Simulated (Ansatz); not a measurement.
**CH+ (quintet): the correlation ladder, def2-TZVPP**

One table from this session's results is given with a row withheld; the runs are named, their logs left out.

Computed with Ansatz 0.2.0, Gaussian basis. Level: def2-TZVPP, core rule «outside noble gas», up to 1 orbitals frozen.

The runs, in order: UHF; ROHF; CCSD(T) on UHF.

2 further runs of the same task are left out: 2 set aside as unsound or not needed.

## The geometry

The geometry is a PBE0/def2-TZVP stationary point (not a proven minimum) of the parent state, kept for this charge and spin.

2 atoms, charge 1, spin multiplicity 5.

Atoms are counted from 1 here; the program's logs count them from 0.

Bond lengths: C1–H2 1.137 Å.

Set-up of the first run:

Input file in.yaml:

```yaml
crystal:
  periodic: [false, false, false]
  atoms:
    - {symbol: C, position_ang: [0.000000, 0.000000, 0.000000]}
    - {symbol: H, position_ang: [0.000000, 0.000000, 1.137200]}
basis:
  gaussian: {orbitals: def2-TZVPP}
total_charge: 1
magnetization: {spin_polarized: true, initial_magnetization: 4}
hamiltonian: {xc: hf}
output: {orbitals: {seedname: orbitals}}
```

Launch:

```sh
$ ansatz run in.yaml --threads 1 --pin off --events-out ev --progress --plain --max-ram 4096MiB --backend cpu
```

Steps of the session up to this table: UHF; ROHF; CCSD(T) on UHF.

One table of the session follows, with a row left open; its other results are not shown here.

It belongs to the step «Misses and costs». 

```
  method  from UCCSD(T) (kJ/mol)
    ROHF                   +82.3
     UHF                       ?
    UMP2                   +17.9
   UCCSD                    +0.6
UCCSD(T)                       0
```

Estimate the missing values for UHF.

**Answer.** from UCCSD(T) (kJ/mol): +82.2. In the column «from UCCSD(T) (kJ/mol)» it lies between UMP2 (+17.9) and ROHF (+82.3).
